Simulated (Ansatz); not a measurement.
Two members of one family (Series MgMeX), computed with Ansatz in the gas phase. The two geometries come from different levels. A negative affinity means that the extra electron isn't bound at that geometry and level; within about 0.2 eV of zero the sign isn't settled. Binding counts from free atoms in the multiplicity of their measured ground term, without zero-point energy. A dash marks a value that wasn't run or was left out as unsound. The structures are stationary points that may keep the symmetry of their start. Remarks come from the PBE and PBE0 runs and from stability tests at other levels; not every state was tested. A HOMO above zero means that the electron is unbound at that level and held by the basis, or that self-interaction error raises the level; the energy of removing that electron tells which.

First: MgMeCl (singlet, charge 0, r2SCAN-D4/def2-TZVP geometry).

```xyz
6

Mg   -1.024    0.518   -0.402
C     0.709   -0.369    0.295
H     0.520   -1.043    1.135
H     1.434    0.376    0.637
H     1.200   -0.958   -0.487
Cl   -2.839    1.476   -1.178
```

| level | HOMO (eV) | LUMO (eV) | gap (eV) | vertical EA (eV) | binding per atom (eV) |
| --- | --- | --- | --- | --- | --- |
| PBE-D4/def2-SVP | -6.39 | -1.61 | 4.78 | – | 3.29 |
| PBE-D4/def2-TZVP | -6.43 | -1.75 | 4.68 | – | 3.27 |
| r2SCAN-D4/def2-TZVPD | -6.61 | -1.31 | 5.29 | -0.09 | 3.28 |
| B3LYP-D4/6-31G | -7.41 | -1.35 | 6.06 | – | 3.13 |
| PBE0-D4/def2-TZVPD | -7.62 | -1.11 | 6.51 | -0.08 | 3.24 |

Remarks: HOMO above zero (-1 doublet).

Second: MgMeH (singlet, charge 0, PBE-D4/def2-TZVP geometry).

Cartesian coordinates in Å:
```
Mg 0.661 -1.121 0.191
C -0.393 0.664 -0.114
H -1.481 0.520 -0.018
H -0.210 1.082 -1.118
H -0.104 1.438 0.615
H 1.528 -2.584 0.444
```

Question: Estimate the same table for the second.

Answer: 
```json
{"level": "PBE-D4/def2-SVP", "HOMO (eV)": "-5.59", "LUMO (eV)": "-0.82", "gap (eV)": "4.77", "vertical EA (eV)": "–", "binding per atom (eV)": "2.95"}
{"level": "PBE-D4/def2-TZVP", "HOMO (eV)": "-5.61", "LUMO (eV)": "-1.00", "gap (eV)": "4.62", "vertical EA (eV)": "–", "binding per atom (eV)": "2.94"}
{"level": "r2SCAN-D4/def2-TZVPD", "HOMO (eV)": "-5.83", "LUMO (eV)": "-0.54", "gap (eV)": "5.29", "vertical EA (eV)": "-0.48", "binding per atom (eV)": "2.96"}
{"level": "B3LYP-D4/6-31G", "HOMO (eV)": "-6.45", "LUMO (eV)": "-0.44", "gap (eV)": "6.01", "vertical EA (eV)": "–", "binding per atom (eV)": "2.90"}
{"level": "PBE0-D4/def2-TZVPD", "HOMO (eV)": "-6.77", "LUMO (eV)": "-0.42", "gap (eV)": "6.36", "vertical EA (eV)": "-0.48", "binding per atom (eV)": "2.92"}
```

Remarks: HOMO above zero (-1 doublet).
